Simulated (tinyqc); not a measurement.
MP2 on RHF in the sto-6g basis, for OH-, spin multiplicity 1, step by step. The basis has no diffuse functions, so it cannot describe the extra electron: this is an exercise in the method, not the real anion. One step of it, computed by the program tinyqc.

Task: Second-order Moller-Plesset energy. E2 = sum_ijab (ia|jb) [2 (ia|jb) - (ib|ja)] / (e_i + e_j - e_a - e_b) over occupied i, j and virtual a, b; the opposite-spin part is (ia|jb)^2 / denominator, the rest is same-spin, and SCS-MP2 scales them by 6/5 and 1/3.

orbital energies (hartree): MO1 -19.809562, MO2 -0.608608, MO3 0.090362, MO4 0.151880, MO5 0.151880, MO6 0.893355

Two-electron integrals over orbitals (pq|rs), unique and non-zero (hartree):
```
p,q,r,s,(pq|rs)
1,1,1,1,4.764069
2,1,1,1,-0.470909
2,1,2,1,0.074655
2,2,1,1,1.093939
2,2,2,1,-0.021144
2,2,2,2,0.760803
3,1,1,1,0.115135
3,1,2,1,-0.018523
3,1,2,2,0.005214
3,1,3,1,0.010632
3,2,1,1,-0.156433
3,2,2,1,0.005143
3,2,2,2,-0.071714
3,2,3,1,0.008402
3,2,3,2,0.094156
3,3,1,1,0.605238
3,3,2,1,-0.004294
3,3,2,2,0.513740
3,3,3,1,0.000160
3,3,3,2,0.035489
3,3,3,3,0.610539
4,1,4,1,0.026642
4,2,4,1,0.035007
4,2,4,2,0.164705
4,3,4,1,-0.007757
4,3,4,2,-0.032416
4,3,4,3,0.021429
4,4,1,1,1.117099
4,4,2,1,-0.012681
4,4,2,2,0.785264
4,4,3,1,0.003002
4,4,3,2,-0.085246
4,4,3,3,0.495205
4,4,4,4,0.880663
5,1,5,1,0.026642
5,2,5,1,0.035007
5,2,5,2,0.164705
5,3,5,1,-0.007757
5,3,5,2,-0.032416
5,3,5,3,0.021429
5,4,5,4,0.047461
5,5,1,1,1.117099
5,5,2,1,-0.012681
5,5,2,2,0.785264
5,5,3,1,0.003002
5,5,3,2,-0.085246
5,5,3,3,0.495205
5,5,4,4,0.785741
5,5,5,5,0.880663
6,1,1,1,-0.090686
6,1,2,1,0.014189
6,1,2,2,-0.004064
6,1,3,1,0.008002
6,1,3,2,0.018947
6,1,3,3,-0.002270
6,1,4,4,-0.002389
6,1,5,5,-0.002389
6,1,6,1,0.024711
6,2,1,1,0.114524
6,2,2,1,-0.004156
6,2,2,2,0.057108
6,2,3,1,0.015292
6,2,3,2,0.063712
6,2,3,3,0.005609
6,2,4,4,0.063029
6,2,5,5,0.063029
6,2,6,1,0.025717
6,2,6,2,0.116969
6,3,1,1,0.318634
6,3,2,1,-0.004434
6,3,2,2,0.180856
6,3,3,1,-0.001950
6,3,3,2,-0.089967
6,3,3,3,-0.046546
6,3,4,4,0.190290
6,3,5,5,0.190290
6,3,6,1,-0.006899
6,3,6,2,0.009391
6,3,6,3,0.188392
6,4,4,1,0.005918
6,4,4,2,0.024172
6,4,4,3,0.016743
6,4,6,4,0.037973
6,5,5,1,0.005918
6,5,5,2,0.024172
6,5,5,3,0.016743
6,5,6,5,0.037973
6,6,1,1,0.947551
6,6,2,1,-0.011227
6,6,2,2,0.679555
6,6,3,1,0.007753
6,6,3,2,-0.008215
6,6,3,3,0.580008
6,6,4,4,0.673303
6,6,5,5,0.673303
6,6,6,1,0.007354
6,6,6,2,0.068187
6,6,6,3,0.096546
6,6,6,6,0.702460
```

Hartree-Fock energy = -74.74962895 hartree

Give: Terms; Pair energies; MP2 correlation energy; SCS-MP2 correlation energy; MP2 total energy.

Result:

Terms:
```
i,j,a,b,(ia|jb),(ib|ja),denominator,term
3,3,6,6,0.1884,0.1884,-1.6060,-0.0221
2,2,6,6,0.1170,0.1170,-3.0039,-0.0046
5,5,6,6,0.0380,0.0380,-1.4830,-0.0010
4,4,6,6,0.0380,0.0380,-1.4830,-0.0010
2,3,6,6,0.0094,0.0094,-2.3050,-3.83e-05
3,2,6,6,0.0094,0.0094,-2.3050,-3.83e-05
1,2,6,6,0.0257,0.0257,-22.2049,-2.98e-05
2,1,6,6,0.0257,0.0257,-22.2049,-2.98e-05
1,1,6,6,0.0247,0.0247,-41.4058,-1.47e-05
3,1,6,6,-0.0069,-0.0069,-21.5059,-2.21e-06
1,3,6,6,-0.0069,-0.0069,-21.5059,-2.21e-06
```

Pair energies (hartree; pair i-j sums ij and ji):
```
pair,opposite spin,same spin
1-1,-1.47e-05,0.0000
2-1,-5.96e-05,0.0000
2-2,-0.0046,0.0000
3-1,-4.43e-06,0.0000
3-2,-7.65e-05,0.0000
3-3,-0.0221,0.0000
4-4,-0.0010,0.0000
5-5,-0.0010,0.0000
```

MP2 correlation energy = -0.028754 hartree

SCS-MP2 correlation energy = -0.034505 hartree

MP2 total energy = -74.778383 hartree
